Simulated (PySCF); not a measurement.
**Computed spin Hamiltonian**

Compound: C4H5O2 (doublet state).
Numbering: `[O:1]=[C:2]1[CH2:3][CH:4][O:5][CH2:6]1` (hydrogens: H7, H8 on C3; H9 on C4; H10, H11 on C6)

Level of theory: UKS B3LYP, IGLO-III on C O, pcH-1 on H, non-relativistic, mean-field spin-orbit, GIAO in PySCF. Isolated species at its PBE0-D3(BJ)/def2-SVP geometry (one conformer only). The SCF solution wasn't tested for stability.

- g1, g2, g3: 2.00212, 2.00339, 2.00430
- g_iso: 2.00327
- Form of g: rhombic: the two nearest values differ by 42 % of g3 − g1
- ⟨S²⟩: 0.7540 (exact 0.7500)
- α and β electrons: 23, 22
- Total energy: -305.93153 Eh
- Basis functions: 260

Isotropic coupling and dipolar principal values T1 to T3, in MHz:

```tsv
atom	isotope	a_iso	T1	T2	T3	Mulliken spin population
O1	17O	0.5	-0.6	-0.2	0.8	0.00
C2	13C	2.1	-1.1	-0.8	1.9	0.01
C3	13C	-18.1	-2.8	-1.2	4.0	-0.09
C4	13C	146.9	-73.1	-72.2	145.2	0.93
O5	17O	-23.7	-67.6	32.6	35.0	0.10
C6	13C	-3.6	-1.6	-1.0	2.6	-0.02
H7	1H	78.3	-5.0	-4.6	9.5	0.03
H8	1H	118.0	-4.4	-2.4	6.8	0.06
H9	1H	-38.3	-33.6	-1.8	35.5	-0.04
H10	1H	3.9	-3.0	-2.6	5.6	0.00
H11	1H	9.5	-3.7	-2.5	6.2	0.01
```

The Mulliken spin populations are largest on C4 (+0.93), O5 (+0.10) and C3 (-0.09). C4 is the only atom above +0.15. The positive populations add up to 1.15 and the negative ones to -0.15, together 2S = 1. The angles at C4 add up to 353.0°, so it is slightly pyramidal.

Axes: g3 points within 5° of the O5–C6 bond.

Under fast tumbling the dipolar parts average out, and these isotropic splittings remain: 2 × 1H (H7/H8, I = 1/2, 3 lines) with 3.50 mT, 1 × 1H (H9, I = 1/2, 2 lines) with 1.37 mT and 2 × 1H (H10/H11, I = 1/2, 3 lines) with 0.24 mT.

Nuclei that the bonding pattern makes equivalent are averaged, as if the motion that swaps them (rotation, inversion, ring flip) were fast. The 1H value of +98.2 MHz is a mean of couplings from 78.3 to 118.0 MHz in this one geometry, not an average over conformers. The 1H value of +6.7 MHz is a mean of couplings from 3.9 to 9.5 MHz in this one geometry, not an average over conformers.

The 13C coupling of C4 (146.9 MHz) shows only in satellite lines or after enrichment, since that isotope makes up about 1.07 % of natural carbon.

The 17O coupling of O5 (-23.7 MHz) shows only in satellite lines or after enrichment, since that isotope makes up about 0.038 % of natural oxygen.

The spin density at the nucleus, in bohr⁻³, is negative for C3 (-0.0161), H9 (-0.0086) and C6 (-0.0032), for instance. A restricted open-shell determinant has no negative spin density anywhere; here it arises because α and β orbitals differ (spin polarisation).
